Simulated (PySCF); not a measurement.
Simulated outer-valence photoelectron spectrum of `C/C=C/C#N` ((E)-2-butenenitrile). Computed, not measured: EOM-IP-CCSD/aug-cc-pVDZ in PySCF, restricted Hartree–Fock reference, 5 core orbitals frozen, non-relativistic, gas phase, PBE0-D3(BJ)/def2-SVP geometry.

Each root has a Gaussian of 0.6 eV full width with its one-hole share as area; cross sections and vibrations are left out, and the highest printed point is 100.

| ionisation energy (eV) | intensity |
| --- | --- |
| 9.6 | 1 |
| 9.8 | 9 |
| 10.0 | 31 |
| 10.2 | 60 |
| 10.4 | 61 |
| 10.6 | 34 |
| 10.8 | 10 |
| 11.0 | 2 |
| 11.2 | 0 |
| 11.4 | 0 |
| 11.6 | 1 |
| 11.8 | 8 |
| 12.0 | 30 |
| 12.2 | 67 |
| 12.4 | 96 |
| 12.6 | 97 |
| 12.8 | 76 |
| 13.0 | 61 |
| 13.2 | 77 |
| 13.4 | 100 |
| 13.6 | 99 |
| 13.8 | 70 |
| 14.0 | 43 |
| 14.2 | 49 |
| 14.4 | 65 |
| 14.6 | 56 |
| 14.8 | 38 |
| 15.0 | 47 |
| 15.2 | 65 |
| 15.4 | 60 |
| 15.6 | 51 |
| 15.8 | 62 |
| 16.0 | 63 |
| 16.2 | 37 |
| 16.4 | 12 |
| 16.6 | 2 |
| 16.8 | 0 |

Where are the maxima, and how many lines lie under the curve?

6 maxima, at 10.3, 12.5, 13.5, 14.4, 15.3 and 15.9 eV, from 8 lines. At this width some lines have no maximum of their own.

List the lines with their holes.

```
E (eV)  leading hole (HF orbital)  area  Koopmans (eV)
 10.31                       HOMO  0.96          10.31
 12.33                     HOMO-1  0.95          12.58
 12.69                     HOMO-4  0.92          15.01
 13.33                     HOMO-2  0.93          13.83
 13.66                     HOMO-3  0.95          14.70
 14.44                     HOMO-5  0.95          15.90
 15.24                     HOMO-6  0.94          16.26
 15.93                     HOMO-7  0.94          17.39
```

The widest gap, 2.02 eV, lies between 10.31 and 12.33 eV. Only orbitals with −ε under 21 eV, eight at most, were ionised, so the high end of the curve may lack lines.
